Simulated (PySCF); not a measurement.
# cyanoacetylene: calculation against experiment

**Measured values to compare with.**

From NIST CCCBDB Release 22 (SRD 101), experimental dipoles, for the gas: dipole moment (microwave Stark effect) 3.72 D.

The runs below try to reproduce these values; the comparison stands at the end.

Compound: cyanoacetylene, C3HN.
SMILES with atom numbers: `[CH:1]#[C:2][C:3]#[N:4]` (hydrogens: H5 on C1)

Cartesian coordinates in Å at the B3LYP/6-31+G* level; atoms count from 1:
```xyz
5
C3HN angstrom
C     -1.273   -0.184   -0.058
C     -0.073   -0.023   -0.035
C      1.288    0.160   -0.009
N      2.444    0.316    0.013
H     -2.332   -0.326   -0.076
```

Runs made with PySCF (gas phase, on this B3LYP/6-31+G* geometry; no spin–orbit coupling):

```
                      level                                          job  basis functions  wall time
B3LYP/6-31+G*, grid level 1  geometry optimisation from a GFN2-xTB start               74      3.0 s
```

Hardware: one thread, Intel Xeon Platinum 8488C (x86_64) (shared host).

All basis functions are spherical.

Results beside the measurements:

**Dipole moment.** Measured: 3.72 D (NIST CCCBDB Release 22 (SRD 101), experimental dipoles).

```json
{"level": "B3LYP/6-31+G*", "computed (D)": "3.99", "computed − measured (D)": "+0.27", "% (from the printed values)": "+7"}
```

The computed dipoles belong to one fixed geometry; measured ones are averaged over vibrations unless marked μe. Magnitudes are compared, not signs.

The geometry is computed, not the measured one. Where a level misses, the cause wasn't examined.
